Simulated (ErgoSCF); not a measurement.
# A workflow on CH3BO (B(CO)H3)

Aim: a single-point energy (HF/STO-3G), then the energy (HF/3-21G), then a single-point energy (HF/6-31G), then the energy (HF/6-31G*), then the energy (HF/6-31G**), then a single-point energy (HF/6-311G**), then a single-point energy (HF/6-311G(2df,2pd)) of CH3BO (B(CO)H3). 

The calculation is run with ErgoSCF 3.8.

## 1. The molecule

The species is CH3BO (6 atoms), meant as a singlet with charge 0. SMILES: `[H]B([H])([H])<-[C-]#[O+]`. Geometry: relaxed at GFN2-xTB.

Bond lengths: B1–C2 1.474 Å, C2–O3 1.142 Å, B1–H4 1.187 Å, B1–H5 1.186 Å, B1–H6 1.187 Å. Angles: B1–C2–O3 178.9°, C2–B1–H4 105.5°, C2–B1–H5 107.4°, C2–B1–H6 105.7°, H4–B1–H5 112.6°, H4–B1–H6 112.5°, H5–B1–H6 112.6°.

## 2. The energy at HF/STO-3G (run 1)

Input file geom.xyz:

```xyz
6

B     -0.013250     0.005270    -0.516110
C      0.011910     0.007900     0.957520
O      0.044170    -0.008430     2.099160
H      1.125420     0.004210    -0.852220
H     -0.589380     0.982500    -0.862300
H     -0.578870    -0.991440    -0.826050
```

Input file run.inp:

```
# CH3BO
set_nthreads("env")
molecule "geom.xyz"
basis = "STO-3G"
spin_polarization = 0
scf.output_mulliken_pop = 1
charge = 0
scf.use_diagonalization = 1
scf.max_number_of_iterations = 70
tmpdir = "."
run "HF"
```

The basis set STO-3G is read from a file made from the Basis Set Exchange's data (not shown).

Started as:

```sh
ergo < run.inp
```

Log:

```text
[...]
INSC SCF_general constructor, number of basis functions: 18
[...]
INSC Energy   1 =       -106.79638593023
[...]
INDE E_LUMO =          0.19909434663
[...]
INSC Energy  17 =       -137.32337231305  ( diff     -0.000000000001052 )
[...]
RESC CONVERGED after  17 iterations.
RESC FINAL ENERGY:       -137.32337231305
[...]
INSC SCF: dipole_moment_x [atomic units] =       0.01543599
INSC SCF: dipole_moment_y [atomic units] =       0.00617652
INSC SCF: dipole_moment_z [atomic units] =       1.08088543
[...]
```

Run time: 2.1 s. Hardware: 1 thread of Intel Xeon at 2.70GHz, shared host; peak memory 0.27 GiB.

## 3. A single-point energy at HF/3-21G (run 2)

geom.xyz is that of step 2.

run.inp, as its differences from that of step 2:

```diff
@@ -3,3 +3,3 @@
 molecule "geom.xyz"
-basis = "STO-3G"
+basis = "3-21G"
 spin_polarization = 0
```

The basis set 3-21G is read from a file made from the Basis Set Exchange's data (not shown).

Started as:

```sh
ergo < run.inp
```

Log:

```text
[...]
INSC SCF_general constructor, number of basis functions: 33
[...]
INSC Energy   1 =        -79.18128208094
[...]
INDE E_LUMO =          0.09719893490
[...]
INSC Energy  17 =       -138.34745828860  ( diff     -0.000000000000853 )
[...]
RESC CONVERGED after  17 iterations.
RESC FINAL ENERGY:       -138.34745828860
[...]
INSC SCF: dipole_moment_x [atomic units] =       0.00240365
INSC SCF: dipole_moment_y [atomic units] =       0.01333946
INSC SCF: dipole_moment_z [atomic units] =       0.65069984
[...]
```

It took 2.3 s on 1 thread of Intel Xeon at 2.70GHz, shared host; peak memory 0.27 GiB.

Runs 3 to 5 aren't shown in full; the table further down has their settings and results.

## 4. A single-point energy at HF/6-311G(d,p) (run 6)

geom.xyz is that of step 3.

run.inp, as its differences from that of step 3:

```diff
@@ -3,3 +3,3 @@
 molecule "geom.xyz"
-basis = "3-21G"
+basis = "6-311G**"
 spin_polarization = 0
```

The basis set 6-311G** is read from a file made from the Basis Set Exchange's data (not shown).

Started as:

```sh
ergo < run.inp
```

Log:

```text
[...]
INSC SCF_general constructor, number of basis functions: 72
[...]
INSC Energy   1 =        -54.54352005442
[...]
INDE E_LUMO =          0.09846506267
[...]
INSC Energy  18 =       -139.16888212689  ( diff     -0.000000000000853 )
[...]
RESC CONVERGED after  18 iterations.
RESC FINAL ENERGY:       -139.16888212689
[...]
INSC SCF: dipole_moment_x [atomic units] =       0.00374271
INSC SCF: dipole_moment_y [atomic units] =       0.01047018
INSC SCF: dipole_moment_z [atomic units] =       0.60679563
[...]
```

Run time: 26 s. Hardware: 1 thread of Intel Xeon at 2.70GHz, shared host; peak memory 0.27 GiB.

## 5. A single-point energy at HF/6-311G(2df,2pd) (run 7)

geom.xyz is that of step 4.

run.inp, as its differences from that of step 4:

```diff
@@ -3,3 +3,3 @@
 molecule "geom.xyz"
-basis = "6-311G**"
+basis = "6-311G(2df,2pd)"
 spin_polarization = 0
```

The basis set 6-311G(2df,2pd) is read from a file made from the Basis Set Exchange's data (not shown).

Started as:

```sh
ergo < run.inp
```

Log:

```text
[...]
INSC SCF_general constructor, number of basis functions: 132
[...]
INSC Energy   1 =        -16.68631428781
[...]
INDE E_LUMO =          0.09961429892
[...]
INSC Energy  16 =       -139.18118831770  ( diff     -0.000000000000426 )
[...]
RESC CONVERGED after  16 iterations.
RESC FINAL ENERGY:       -139.18118831770
[...]
INSC SCF: dipole_moment_x [atomic units] =       0.00420898
INSC SCF: dipole_moment_y [atomic units] =       0.00933877
INSC SCF: dipole_moment_z [atomic units] =       0.58700258
[...]
```

Wall time 6.4 min (1 thread of Intel Xeon at 2.70GHz, shared host); peak memory 0.29 GiB.

## 6. The series

```csv
run,level,energy (Eh),dipole moment (D),wall time
1,HF/STO-3G,-137.323372,2.75,2.1 s
2,HF/3-21G,-138.347458,1.65,2.3 s
3,HF/6-31G,-139.054260,1.34,4.8 s
4,HF/6-31G* (spherical functions),-139.131706,1.63,14 s
5,HF/6-31G** (spherical functions),-139.135121,1.60,17 s
6,HF/6-311G**,-139.168882,1.54,26 s
7,"HF/6-311G(2df,2pd)",-139.181188,1.49,6.4 min
```

## 7. Summary of results

| quantity | value |
| --- | --- |
| run 7, HF/6-311G(2df,2pd): total energy | -139.18119 Eh |
| run 7, HF/6-311G(2df,2pd): dipole moment | 1.49 D |

What this shows: The dipole moment (its size) runs from 1.34 D (HF/6-31G) to 2.75 D (HF/STO-3G). In run 1 the basis is minimal, so the values are rough. All runs together took 7.5 min, the longest 6.4 min.
